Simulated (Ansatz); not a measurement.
in.yaml

```yaml
crystal:
  periodic: [false, false, false]
  atoms:
    - {symbol: O, position_ang: [0.000000, 0.000000, 0.000000]}
    - {symbol: P, position_ang: [0.000000, 0.000000, 1.718900]}
basis:
  gaussian: {orbitals: 6-31G}
total_charge: 1
magnetization: {spin_polarized: false, initial_magnetization: 4}
correlation: {method: ccsdt_q, electrons: outside_noble_gas}
```

```sh
$ ansatz run in.yaml --threads 1 --pin off --events-out ev --progress --plain --max-ram 2393MiB
```

Log:

```
388 factors; integrals over basis functions are off by at most 4.5e-8 eV
mean field evaluation 1: about -11290.5235 eV, gradient 2.5e1 eV
mean field evaluation 2: about -11290.6718 eV, gradient 2.5e1 eV
mean field evaluation 4: about -11293.1859 eV, gradient 1.9e0 eV
mean field evaluation 8: about -11293.2762 eV, gradient 9.4e-1 eV
mean field evaluation 16: about -11293.3546 eV, gradient 8.2e-3 eV
mean field evaluation 32: about -11293.8138 eV, gradient 4.5e-5 eV
mean field evaluation 64: about -11290.4715 eV, gradient 2.7e1 eV
mean field evaluation 96: about -11288.0811 eV, gradient 7.3e-4 eV
mean field evaluation 128: about -11290.4563 eV, gradient 5.9e0 eV
mean field evaluation 160: about -11293.1681 eV, gradient 2.3e0 eV
...
cycle  10  -3.19442225 eV  change    1.4e-4 eV  update   1.7e-4
cycle  11  -3.19464368 eV  change   -2.2e-4 eV  update   1.0e-4
cycle  12  -3.19463391 eV  change    9.8e-6 eV  update   7.0e-5
cycle  13  -3.19465904 eV  change   -2.5e-5 eV  update   3.5e-5
cycle  14  -3.19463721 eV  change    2.2e-5 eV  update   1.6e-5
cycle  15  -3.19461956 eV  change    1.8e-5 eV  update   6.2e-6
cycle  16  -3.19461875 eV  change    8.1e-7 eV  update   2.3e-6
cycle  17  -3.19461858 eV  change    1.7e-7 eV  update   1.0e-6
cycle  18  -3.19461989 eV  change   -1.3e-6 eV  update   5.0e-7
cycle  19  -3.19462052 eV  change   -6.3e-7 eV  update   2.2e-7
perturbative correction -0.00727278 eV, -0.0002672697 hartree
Total energy: -11296.55647483 eV, -415.1407933690 hartree
```

For the same geometry and basis full CI lies 0.3 meV lower.

Ran on 1 thread of Arm Neoverse V2, shared host: 3.4 s wall, 0.18 GiB peak host memory.
